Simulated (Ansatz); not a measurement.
We consider HfO2 (P2₁/c, No. 14), described by r²SCAN+rVV10 in Ansatz (plane waves, PAW).

Run with plane-wave cutoff 560 eV, 8×8×8 k mesh, Fermi–Dirac smearing 0.01 eV, scalar-relativistic PAW data made under PBE.

Cell (relaxed at this level):

```yaml
crystal:
  lattice:
    - [0.00000, 5.09054, -0.00318]
    - [5.18389, 0.00000, 0.00000]
    - [0.00000, -0.85082, -5.19116]
  atoms:
    - { symbol: Hf, position: [0.72326, 0.95855, 0.79174] }
    - { symbol: Hf, position: [0.27674, 0.45855, 0.70826] }
    - { symbol: Hf, position: [0.27674, 0.04145, 0.20826] }
    - { symbol: Hf, position: [0.72326, 0.54145, 0.29174] }
    - { symbol: O, position: [0.55347, 0.24144, 0.51948] }
    - { symbol: O, position: [0.44653, 0.74144, 0.98052] }
    - { symbol: O, position: [0.44653, 0.75856, 0.48052] }
    - { symbol: O, position: [0.55347, 0.25856, 0.01948] }
    - { symbol: O, position: [0.92615, 0.65881, 0.66248] }
    - { symbol: O, position: [0.07385, 0.15881, 0.83752] }
    - { symbol: O, position: [0.07385, 0.34119, 0.33752] }
    - { symbol: O, position: [0.92615, 0.84119, 0.16248] }
```

Q: Estimate the bulk modulus, band gap, smallest direct gap on the k points sampled and direct gap at Γ that the calculation returns.

A: 
- bulk modulus: 179 GPa
- band gap: 4.59 eV
- smallest direct gap on the k points sampled: 4.67 eV
- direct gap at Γ: 4.98 eV

Measured, for comparison: band gap 5.7 eV (temperature not stated, not corrected to a static lattice, our sources range from 5.70 to 5.84; as tabulated in Choudhary et al. (2018), arXiv:1804.01032).

Note: the relaxation could not lower the start's symmetry, so the cell can be a saddle point above a distorted one; the bulk modulus comes from volumes at which shape and atoms were relaxed.

Spin–orbit coupling is not included.

Computed values are for the static lattice.

It cost about 110 core-minutes (a rough figure) of CPU time.

Ansatz is a first-principles code.
